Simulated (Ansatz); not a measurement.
One stationary structure of GaN. All values below come from PBEsol (plane waves to 420 eV, PAW, scalar-relativistic; Ansatz, a program for electronic structure).

```xyz
4
Lattice="3.1827 0.0000 0.0000 -1.5913 2.7563 0.0000 0.0000 0.0000 5.1855" Properties=species:S:1:pos:R:3 pbc="T T T"
Ga     1.5913     0.9188     0.2865
Ga     0.0000     1.8375     2.8793
N      0.0000     1.8375     4.8322
N      1.5913     0.9188     2.2395
```

**Question.** Find the space group and the Wyckoff positions (tolerance 0.01 Å).

**Answer.** Space group P6₃mc (No. 186); a = 3.1827 Å, b = 3.1827 Å, c = 5.1855 Å, α = 90.00°, β = 90.00°, γ = 120.00°

| atom | site | symmetry | x | y | z |
|---|---|---|---|---|---|
| Ga | 2b | 3m. | 0.6667 | 0.3333 | 0.0553 |
| N | 2b | 3m. | 0.6667 | 0.3333 | 0.4319 |

This is the wurtzite type.

**Question.** Give the shortest distances between elements (the closest pairs, up to four, under 3.6 Å).

**Answer.** Ga–N 1.95 Å; Ga–Ga 3.18 Å; N–N 3.18 Å.

| Item | Value |
|---|---|
| Volume per atom | 11.37 Å³ |
| Band gap | 1.88 eV, direct at Γ (no spin-orbit coupling) |

No spin polarisation in the result.

Measured for GaN: a 3.189 Å (room temperature; as listed in M J Lucero, T M Henderson, G E Scuseria, Journal of Physics Condensed Matter (2012)); c 5.185 Å (room temperature; as listed in M J Lucero, T M Henderson, G E Scuseria, Journal of Physics Condensed Matter (2012)); gap 3.68 eV (static lattice; corrected from measurement; as listed in Wei Chen et al., Physical Review Materials (2018)). Computed minus measured — a: PBEsol -0.2 %; c: PBEsol 0.0 %; gap: PBEsol -1.80 eV. The computed values are for a static lattice, and a measured gap can be an optical one, lowered by exciton binding.

It was reached from a disturbed copy of a P4/nmm (No. 129) cell, against which it lies -0.94 eV/atom.
